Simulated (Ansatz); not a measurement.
in.yaml

```yaml
crystal:
  periodic: [false, false, false]
  atoms:
    - {symbol: O, position_ang: [0.000000, -1.021029, -0.856742]}
    - {symbol: Ge, position_ang: [0.000000, 0.072866, 0.811694]}
    - {symbol: Si, position_ang: [0.000000, 0.393187, -1.611297]}
basis:
  gaussian: {orbitals: cc-pVDZ}
total_charge: 1
magnetization: {spin_polarized: false, initial_magnetization: 1}
correlation: {method: sc_nevpt2, electrons: outside_noble_gas, active_space: {window: {electrons: 5, orbitals: 7}, states: [{multiplicity: 2, weights: [1, 1, 0.5]}], root: 0}}
output: {forces: true}
```

```sh
$ ansatz run in.yaml --threads 1 --pin off --events-out ev --progress --plain --max-ram 2393MiB
```

Log:

```
1138 factors; integrals over basis functions are off by at most 1.6e-7 eV
mean field evaluation 1: about -66352.9395 eV, gradient 7.3e1 eV
mean field evaluation 2: about -66352.9457 eV, gradient 7.3e1 eV
mean field evaluation 4: about -66364.1830 eV, gradient 1.2e1 eV
mean field evaluation 8: about -66364.6239 eV, gradient 5.0e-1 eV
mean field evaluation 16: about -66364.6299 eV, gradient 1.4e-6 eV
mean field evaluation 32: about -66364.5933 eV, gradient 1.6e0 eV
mean field -66364.62993976 eV, -2438.8551667243 hartree, gradient 1.4e-6 eV, S^2 0.750000; 2 other end points of the search recorded, 0 dependent functions left out
reference -66364.62993976 eV, -2438.8551667243 hartree; 27, 26 occupied and 32, 33 virtual orbitals, 1138 factors
state -66365.94955925 eV, -2438.9036618463 hartree
state -66364.75243752 eV, -2438.8596684339 hartree
state -66362.80485459 eV, -2438.7880960814 hartree
state -66365.94955925 eV, -2438.9036618463 hartree; corrected -66373.54768162 eV, -2439.1828876930 hartree
state -66364.75243752 eV, -2438.8596684339 hartree; corrected -66372.35436054 eV, -2439.1390339524 hartree
state -66362.80485459 eV, -2438.7880960814 hartree; corrected -66370.61902527 eV, -2439.0752615572 hartree
state -66365.74252884 eV, -2438.8960536190 hartree
state -66364.61054566 eV, -2438.8544540042 hartree
state -66362.55263530 eV, -2438.7788271934 hartree
state -66365.74252884 eV, -2438.8960536190 hartree; corrected -66373.57527102 eV, -2439.1839015846 hartree
state -66364.61054566 eV, -2438.8544540042 hartree; corrected -66372.30473483 eV, -2439.1372102411 hartree
state -66362.55263530 eV, -2438.7788271934 hartree; corrected -66370.47589120 eV, -2439.0700014773 hartree
state -66365.94955925 eV, -2438.9036618463 hartree; corrected -66373.54768162 eV, -2439.1828876930 hartree
state -66364.75243752 eV, -2438.8596684339 hartree; corrected -66372.35436054 eV, -2439.1390339524 hartree
state -66362.80485459 eV, -2438.7880960814 hartree; corrected -66370.61902527 eV, -2439.0752615572 hartree
the calculation of the forces begins
Total energy: -66373.54768162 eV, -2439.1828876930 hartree
Atom 0 at     0.000000    -1.021029    -0.856742 Å, force    -0.000000    -0.675186     1.910466 eV/Å
Atom 1 at     0.000000     0.072866     0.811694 Å, force     0.000000    -1.012079     0.811409 eV/Å
Atom 2 at     0.000000     0.393187    -1.611297 Å, force    -0.000000     1.687265    -2.721876 eV/Å
Dipole moment:     0.000000     0.419322    -0.093477 e Å
```

Forces (eV/Å):
```
O    0.000 -0.675  1.910
Ge   0.000 -1.012  0.811
Si   0.000  1.687 -2.722
```

Ran on 1 thread of Arm Neoverse V1, shared host: 22 s wall, 0.2 GiB peak host memory.
